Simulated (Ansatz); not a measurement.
**AlNH3 (doublet): wave-function methods side by side, cc-pVTZ**

The task here is to estimate one member of a computed series from the others.

Program: Ansatz 0.2.0, Gaussian basis. Level of theory: cc-pVTZ, core rule «outside noble gas», up to 6 orbitals frozen. These are calculated values, not measurements.

The runs, in order: UHF; CCSD(T) on ROHF; CCSD(T) on UHF; BCCD(T) on ROHF; CCSDT(Q) on ROHF; CCSDT(Q) on UHF.

6 further runs of the same task are left out: 4 for a known fault of the program, 2 set aside as unsound or not needed.

### What is computed

The geometry is a PBE0/def2-TZVP stationary point (not a proven minimum).

5 atoms, charge 0, spin multiplicity 2.

Atoms are counted from 1 here; the program's logs count them from 0.

Bond lengths: Al1–N2 1.774 Å, Al1–H3 1.604 Å, N2–H4 1.009 Å, N2–H5 1.007 Å. Angles: N2–Al1–H3 115.8°, Al1–N2–H4 124.4°, Al1–N2–H5 125.4°, H4–N2–H5 110.2°.

Set-up of the first run:

in.yaml reads:

```yaml
crystal:
  periodic: [false, false, false]
  atoms:
    - {symbol: Al, position_ang: [0.000000, -0.104009, 0.648758]}
    - {symbol: N, position_ang: [0.000000, 0.087527, -1.114734]}
    - {symbol: H, position_ang: [0.000000, 1.256470, 1.498750]}
    - {symbol: H, position_ang: [0.000000, 0.977077, -1.591329]}
    - {symbol: H, position_ang: [0.000000, -0.665655, -1.783277]}
basis:
  gaussian: {orbitals: cc-pVTZ}
magnetization: {spin_polarized: true, initial_magnetization: 1}
hamiltonian: {xc: hf}
output: {orbitals: {seedname: orbitals}}
```

Started as:

```
$ ansatz run in.yaml --threads 1 --pin off --events-out ev --progress --plain --max-ram 2560MiB --backend cpu
```

Steps of the session up to this table: UHF; CCSD(T) on ROHF; CCSD(T) on UHF; BCCD(T) on ROHF; CCSDT(Q) on ROHF; CCSDT(Q) on UHF.

One of the session's tables, all rows but one given; the rest of the session is left out.

```
   method  from UCCSDT(Q) (kJ/mol)
     ROHF                        ?
      UHF                   +819.0
     RMP2                    +81.4
     UMP2                    +80.6
    RCCSD                    +31.1
    UCCSD                    +31.0
 RCCSD(T)                     +2.9
 UCCSD(T)                     +2.8
  BCCD(T)                     +2.8
   RCCSDT                     +1.5
   UCCSDT                     +1.5
RCCSDT(Q)                     +0.2
UCCSDT(Q)                        0
```

**Question.** Estimate the row for ROHF.

As computed: from UCCSDT(Q) (kJ/mol): +821.6. In the column «from UCCSDT(Q) (kJ/mol)» it is the highest.

Among the levels timed on like hardware and quicker than the yardstick, those that no quicker one beats, quickest first: UCCSD(T) (2.5 s, +2.8 kJ/mol); BCCD(T) (2.5 s, +2.8 kJ/mol); RCCSDT(Q) (23 s, +0.2 kJ/mol).

With the free atoms at the same levels and basis (separate runs), the atomisation energy is 13.864 eV at UCCSDT(Q), 13.861 eV at RCCSD(T), 13.857 eV at UCCSD(T), 10.090 eV at ROHF.

Limits of these values: Restricted and unrestricted rows rest on different reference determinants; where their highest levels disagree by more than a few hundredths of an eV, they describe different states and don't form one ladder.
